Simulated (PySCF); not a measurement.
Z-matrix (Å, degrees):
```
N
H 1 1.0480
H 1 1.0480 2 100.19
```
Charge 0, spin multiplicity 2.

Problem. What total energy, dipole moment and highest occupied spin orbital does PySCF with BP86-D3(BJ)/def2-TZVP // BP86-D3(BJ)/def2-SVP give?

Solution. 
The total energy is -55.9011 Ha. The dipole moment is 1.93 D and the highest occupied spin orbital is -7.34 eV.
